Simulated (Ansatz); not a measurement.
System: 1T (CdI2-type) ZrSe2. Method: LDA (PAW; Ansatz, an electronic-structure program).

Settings: plane-wave cutoff 500 eV, 12×12×8 k mesh (along the axes of the cell as run), Fermi–Dirac smearing 0.05 eV, scalar-relativistic PAW data made under PBE.

Computed at the level's own relaxed cell.

Question: What does this level give for the volume per atom, equilibrium lattice constant a and c axis length?

Answer: 
* **volume per atom**: 23.42 Å³/atom
* **equilibrium lattice constant a**: 3.693 Å
* **c axis length**: 5.949 Å

The run finds no gap.

Measured, for comparison: lattice constant a 3.77 Å (temperature not stated, not corrected to a static lattice; as tabulated in Björkman (2014), arXiv:1406.2436); lattice parameter c 6.122 Å (temperature not stated, zero-point anharmonic expansion removed (computed with revB86b-DF2); no thermal correction; as tabulated in Björkman (2014), arXiv:1406.2436). Computed (rounded) less measured: lattice constant a -2.0 %, lattice parameter c -2.8 %.

Static lattice: no zero-point or thermal effects.
